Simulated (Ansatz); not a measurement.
Species: H2S, charge 0, singlet. H2S (sulfane, SMILES S).
B3LYP-D3(BJ)/def2-TZVP minimum from Ansatz (a first-principles code):
```xyz
3

S      0.0018     0.0003     0.1031
H     -0.0075     0.9678    -0.8277
H     -0.0219    -0.9726    -0.8218
```

Property: atomisation energy (electronic, to ground-state atoms), in kcal/mol. Open shells are spin-unrestricted; no spin-orbit coupling. CBS(X,Y): correlation extrapolated as X^-3, Hartree-Fock from the larger set (Q,5: extrapolated as (X+1)exp(-9√X)). A bracket is a step between two methods taken in the basis named. Functionals run without relativity, which enters their misses. Double hybrids freeze cores in their MP2 part. '+ core + X2C': CCSD(T) terms for core correlation (cc-pwCVTZ, 1s frozen past Ne) and scalar relativity (cc-pVTZ-DK). For partners of very few electrons the exact lower level stands in for a higher one.

CCSD(T)/CBS(cc-pV(Q+d)Z,cc-pV(5+d)Z) + [CCSDT(Q) - CCSD(T)]/cc-pV(5+d)Z + [CCSDTQ - CCSDT(Q)]/cc-pV(T+d)Z + core + X2C (Ansatz) gives 183.6 kcal/mol.

Q: How far off this value is PBE/def2-TZVPD (Ansatz), in which direction, and which of these levels come nearer: r2SCAN/def2-TZVPD, B3LYP/def2-TZVPD, B2PLYP/def2-TZVPD, CCSD(T)/CBS(cc-pV(Q+d)Z,cc-pV(5+d)Z) + core + X2C?

A: PBE gives 182.0 kcal/mol, 1.6 kcal/mol below it. Differences of the others: r2SCAN/def2-TZVPD (Ansatz) -1.6; B3LYP/def2-TZVPD (Ansatz) -1.9; B2PLYP/def2-TZVPD (Ansatz) -4.8; CCSD(T)/CBS(cc-pV(Q+d)Z,cc-pV(5+d)Z) + core + X2C (Ansatz) 0.0 kcal/mol. Nearer than PBE: CCSD(T)/CBS(cc-pV(Q+d)Z,cc-pV(5+d)Z) + core + X2C.
